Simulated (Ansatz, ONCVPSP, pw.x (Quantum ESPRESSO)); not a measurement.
**Equation-of-state test of one ONCV potential (W)**

ONCVPSP 4.0.1.1 (patched build) input, shortened (lines: element, Z, core and valence counts, functional; n l f; lmax; l rc ep ncon nbas qcut; lloc lpopt rc5 dvloc0; l nproj debl; icmod fcfact rcfact), PBE, scalar-relativistic:

```
  W 74.00   10    4        4      upf
    1    0    2.00
    2    0    2.00
    2    1    6.00
    3    0    2.00
    3    1    6.00
    3    2   10.00
    4    0    2.00
    4    1    6.00
    4    2   10.00
    4    3   14.00
    5    0    2.00
    5    1    6.00
    5    2    4.00
    6    0    2.00
    2
    0    1.85    0.00    4    7    6.00
    1    1.60    0.00    4    8    8.00
    2    2.80    0.00    5    9    8.20
    4    5    1.50    3.00
    0    2    1.50
    1    1    3.50
    2    2    1.40
    4    0.65    0.00
```

Atomic tests: cutoffs needed: 23 Ha and 28 Ha (the cutoffs (Ha) at which the residual kinetic energy of the hardest occupied pseudo-wave falls to 1 and 0.1 mHa per electron); ghost test: no bound ghost flagged; no localised positive-energy state flagged; largest excitation error: +512 meV (all-electron minus pseudo) for 5s2 5p6 5d4 6s0 6p2, out of 4 test configurations.

Crystal test: bcc W in pw.x 7.5, no spin, 14³ k-points, Fermi–Dirac smearing 0.01 Ry, cutoffs 65/260 Ry. The reference is all-electron LAPW (Ansatz 0.2.0) with the same functional, mesh and smearing; V0 and B0 come from Birch–Murnaghan fits to the pressures at five volumes. Errors are pseudo minus all-electron; Δ is the rms difference of the E(V) curves that follow from these fits, minima aligned, over ±6 % about the mean V0. Mesh and smearing are coarse, so the numbers serve the comparison and aren't converged zero-temperature values; the lattice is a test structure that the element need not adopt.

All-electron: a0 = 3.184 Å (V0 = 16.15 Å³/atom), B0 = 300.6 GPa.

**Question.** How far does the potential miss the all-electron equation of state?

**Answer.** mean pressure error (GPa): -10.81; a0 (Å): 3.147; a0 error (%): -1.18; B0 error (%): +8.5; Δ (meV/atom): 38.5. The largest radius (2.80 bohr) exceeds half the bond length (2.60 bohr), so the spheres overlap, which is one possible source of error among others. This is a poor potential for the solid.

```
V (Å³/atom)  P all-electron (GPa)  P pseudo (GPa)
     15.323                 17.51            5.63
     15.727                  8.35           -2.97
     16.130                  0.30          -10.49
     16.533                 -6.79          -17.07
     16.936                -13.02          -22.81
```

**Question.** At the middle volume, how do free energy and pressure move when the wave cutoff is lowered (ecutrho kept at four times it)?

**Answer.**

```json
{"cutoff (Ry)": "29", "shift of F (meV/atom)": "+1536.1", "shift of P (GPa)": "-18.84"}
{"cutoff (Ry)": "39", "shift of F (meV/atom)": "+536.3", "shift of P (GPa)": "-19.57"}
{"cutoff (Ry)": "52", "shift of F (meV/atom)": "+42.3", "shift of P (GPa)": "-3.53"}
```

The run at the middle volume (104 k-points, 8 iterations) took about 12 s on one core of a shared host (Intel(R) Xeon(R) 6975P-C, 192 threads, 378 GiB, load 28).
